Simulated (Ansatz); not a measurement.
A run of Ansatz (development build ahead of 0.2.0) on triplet C₆H₆ at this shape:

```xyz
12

C    -0.8328   -1.0970   -0.1279
C     0.3242   -1.1891    0.6348
C     1.1625   -0.0893    0.7626
C     0.8430    1.1047    0.1296
C    -0.3155    1.1981   -0.6300
C    -1.1526    0.0976   -0.7599
H    -1.4834   -1.9566   -0.2284
H     0.5722   -2.1183    1.1311
H     2.0646   -0.1635    1.3560
H     1.4953    1.9627    0.2288
H    -0.5665    2.1295   -1.1206
H    -2.0549    0.1716   -1.3530
```

Its results:

- Converged: yes
- Reference energy: -230.40946 hartree
- Correlation energy: -0.70590 hartree
- Total energy: -231.11537 hartree
- Spin squared of the determinant: 2.339
- Stability test: minimum

Forces (eV/Å):
```tsv
atom	Fx	Fy	Fz
C1	0.165	0.194	0.033
C2	-3.419	-4.019	-0.690
C3	2.994	4.378	0.293
C4	-0.160	-0.196	-0.022
C5	3.410	4.024	0.695
C6	-2.997	-4.394	-0.301
H7	-0.199	-0.242	-0.031
H8	0.003	-0.283	0.101
H9	0.258	0.057	0.138
H10	0.200	0.258	0.033
H11	-0.003	0.280	-0.106
H12	-0.253	-0.057	-0.143
```

(1) Which input gives this output? Name the method, the orbitals and the basis set, and write the input.

## Answers

(1) UHF-MP2 in def2-SVP.

```yaml
crystal:
  periodic: [false, false, false]
  atoms:
    - { symbol: C, position_ang: [-0.83277, -1.09703, -0.1279] }
    - { symbol: C, position_ang: [0.32417, -1.18913, 0.63482] }
    - { symbol: C, position_ang: [1.16252, -0.08927, 0.76263] }
    - { symbol: C, position_ang: [0.84303, 1.10469, 0.12956] }
    - { symbol: C, position_ang: [-0.31553, 1.19807, -0.63002] }
    - { symbol: C, position_ang: [-1.15262, 0.09756, -0.75991] }
    - { symbol: H, position_ang: [-1.48341, -1.95664, -0.22841] }
    - { symbol: H, position_ang: [0.57219, -2.11828, 1.13111] }
    - { symbol: H, position_ang: [2.06456, -0.1635, 1.35599] }
    - { symbol: H, position_ang: [1.49535, 1.96273, 0.22885] }
    - { symbol: H, position_ang: [-0.56645, 2.12946, -1.12063] }
    - { symbol: H, position_ang: [-2.05492, 0.1716, -1.35298] }
basis:
  gaussian: { orbitals: def2-SVP }
magnetization:
  spin_polarized: true
  initial_magnetization: 2
hamiltonian:
  xc: hf
correlation:
  method: mp2
  frozen_orbitals: { C: 1, H: 0 }
output:
  forces: true
```

Caution: another spin multiplicity may lie lower; the unrestricted determinant is spin contaminated; the determinant breaks the point group.
